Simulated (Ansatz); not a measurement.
C3H4, SMILES `C=C=C` (charge 0, multiplicity 1).

The numbers are results of HSE06/cc-pVTZ // PBE0-D3(BJ)/def2-TZVP run with Ansatz (an electronic-structure program), not measurements.

Ansatz 0.2 input:
```yaml
crystal:
  periodic: [false, false, false]
  atoms:
    - { symbol: C, position_ang: [1.299181, -0.014174, 0.002026] }
    - { symbol: C, position_ang: [-0.000001, -0.000111, 0.000002] }
    - { symbol: C, position_ang: [-1.299181, 0.01413, -0.002025] }
    - { symbol: H, position_ang: [1.855371, -0.569919, -0.745574] }
    - { symbol: H, position_ang: [1.864892, 0.529467, 0.751382] }
    - { symbol: H, position_ang: [-1.869227, -0.728063, 0.546884] }
    - { symbol: H, position_ang: [-1.851035, 0.768669, -0.552697] }
basis:
  gaussian: { orbitals: cc-pVTZ }
hamiltonian:
  xc: hse06
```

Output:

```
Functional definition: HSE06
759 factors; their error is unknown
80 factors; integrals over basis functions are off by at most 7.8e-7 eV
mean field evaluation 1: about -3165.3891 eV, gradient 4.9e1 eV
mean field evaluation 2: about -3165.1667 eV, gradient 4.8e1 eV
mean field evaluation 4: about -3171.1982 eV, gradient 4.0e0 eV
mean field evaluation 8: about -3171.2349 eV, gradient 1.6e-2 eV
mean field evaluation 16: about -3171.2310 eV, gradient 4.5e-6 eV
mean field -3171.23095231 eV, -116.5405879600 hartree, gradient 4.5e-6 eV, S^2 0.000000; 0 other end points of the search recorded, 0 dependent functions left out
reference -3171.23098152 eV, -116.5405890334 hartree; 11, 11 occupied and 135, 135 virtual orbitals, 759 factors
Total energy: -3171.23098152 eV, -116.5405890334 hartree
```
